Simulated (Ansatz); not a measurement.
## Bulk modulus of 1T (CdI2-type) PtS₂ at several levels of theory

No measured value is used here.

| level (code) | value (GPa) | cell (Å³/atom) |
|---|---|---|
| LDA (Ansatz) | … | 16.60 |
| PBE (Ansatz) | … | 23.91 |
| PBE+SOC (Ansatz) | 1.65 | 23.89 |
| PBEsol (Ansatz) | 20.1 | 17.55 |
| PBEsol+SOC (Ansatz) | 18.2 | 17.69 |
| PBE-D4 (Ansatz) | 37.1 | 17.38 |
| PBEsol-D3(BJ) (Ansatz) | 74.5 | 16.04 |
| rVV10 (Ansatz) | … | 19.10 |
| r²SCAN (Ansatz) | 10.7 | 20.41 |
| r²SCAN+SOC (Ansatz) | 10.8 | 20.44 |
| r²SCAN-D4 (Ansatz) | … | 18.93 |
| r²SCAN+rVV10 (Ansatz) | 23.7 | 18.67 |

Q: Fill in the missing entries.

A: 
- LDA (Ansatz, a first-principles code), value (GPa): 49.2
- PBE (Ansatz), value (GPa): 1.62
- rVV10 (Ansatz), value (GPa): 34.4
- r²SCAN-D4 (Ansatz), value (GPa): 21.8

Density-functional levels without +SOC have no spin–orbit coupling. LDA: LDA has no dispersion term either, though it tends to give short spacings of layers, chains or molecules. PBE, PBE+SOC, r²SCAN, r²SCAN+SOC: for a layered or molecular solid the relaxed cell lies over 5 % above the published volume, where the minimum can be shallow. PBE, PBE+SOC, PBEsol, PBEsol+SOC, r²SCAN, r²SCAN+SOC: the cell comes from a level without a dispersion term, which matters for the spacing of layers, chains or molecules. Each level is taken at its own relaxed cell. Cutoffs differ between the levels. Ansatz's density-functional and Hartree–Fock values are scalar-relativistic unless marked +SOC, with PAW data made under PBE.
